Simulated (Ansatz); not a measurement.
Computed with Ansatz on PBE0-D4/def2-TZVP structures; ΔE is electronic, products minus reactants. CCSD(T)/CBS adds triple-zeta CCSD(T) − MP2 to the extrapolated MP2 energy (def2 sets, frozen cores). DFT in def2-TZVPP. Each species was taken in one conformer, which may not be the lowest.

`C#CC(C)N` → `C=NC(=C)C`  (isomerisation)

```
             level  ΔE (kcal/mol)  difference from CCSD(T)/CBS
         r2SCAN-D4          -17.2                         -3.9
           PBE0-D4          -16.5                         -3.2
           ωB97M-V          -14.4                         -1.1
               PBE          -17.8                         -4.5
              PBE0          -16.3                         -3.0
     HF/def2-TZVPP          -14.6                         -1.3
    MP2/def2-TZVPP          -11.4                          1.9
   CCSD/def2-TZVPP          -13.5                         -0.2
    MP2/def2-QZVPP          -10.9                          2.4
SCS-MP2/def2-QZVPP          -11.8                          1.5
       CCSD(T)/CBS          -13.3                            0
```

Largest T1 diagnostic among the species: 0.012.

From PBE to PBE0 (25 % exact exchange), in def2-TZVPP and without D4, ΔE moves by +1.5 kcal/mol.

CCSD(T)/CBS has its own doubt, a few kJ/mol and more with outer-core shells, so smaller differences from it don't rank the levels.
